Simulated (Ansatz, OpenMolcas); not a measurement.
## How methods differ on SiH4 (silane)

The species is SiH4 (5 atoms), meant as a singlet with charge 0. As SMILES, `[SiH4]`. The coordinates come from a PBE0-D4/def2-TZVP relaxation.

```csv
atom,x (Å),y (Å),z (Å)
Si,0.0000,0.0000,-0.0001
H,0.9676,-0.6884,0.8909
H,-1.3310,0.0449,0.6560
H,-0.1051,-0.7403,-1.2826
H,0.4685,1.3838,-0.2642
```

Each level gives the vertical energy of the triplet above the singlet (eV). The values are calculated.

```csv
level,kind,program,value (eV)
"HF/cc-pVTZ, open shells restricted",Hartree–Fock,OpenMolcas,8.83
SVWN5/cc-pVTZ,LDA,Ansatz,8.29
BLYP/cc-pVTZ,GGA,Ansatz,8.41
r2SCAN/cc-pVTZ,meta-GGA,Ansatz,8.42
BHLYP/cc-pVTZ,global hybrid,OpenMolcas,8.93
M06-2X/cc-pVTZ,hybrid meta-GGA,OpenMolcas,8.79
CAM-B3LYP/cc-pVTZ,range-separated hybrid,Ansatz,8.81
B2PLYP/cc-pVTZ,double hybrid,Ansatz,8.83
CCSD/cc-pVTZ,coupled cluster or CI,Ansatz,8.99
"FCI/STO-3G, open shells restricted",exact in the basis,OpenMolcas,12.57
```

The values span 8.29 to 12.57 eV. A triplet this far above the singlet is often a Rydberg-like or dissociative state; sets without diffuse functions put Rydberg states too high. High-level rows in very small sets aren't better than simpler rows in larger ones.
